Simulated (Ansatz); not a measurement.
Basis-set extrapolation for `CC1(N)CC1=N` (PBE0-D4/def2-TZVP geometry, frozen core, Ansatz). Multiplicity 1, RHF reference.

```csv
,def2-TZVPP,def2-QZVPP
HF,-265.052626,-265.064826
MP2 correlation,-1.077098,-1.147671
CCSD(T) correlation,-1.165115,not run
```

Energies in hartree. Use E(X) = E(∞) + A·exp(−7.88·√X) for Hartree–Fock and E(X) = E(∞) + B·X^(−2.97) for correlation, with X = 3 and 4, and add CCSD(T) minus MP2 of the smaller set to the MP2 limit.

Q: What is the CCSD(T) energy at the basis-set limit?

A: HF limit: -265.064826 + (-0.012200) × 0.13774 = -265.06651. MP2 limit: -1.147671 + (-0.070573) × 0.74074 = -1.19995. Higher-order term: -1.165115 − (-1.077098) = -0.08802. Total: -266.35448 hartree, 85.8 kcal/mol below CCSD(T)/def2-TZVPP.
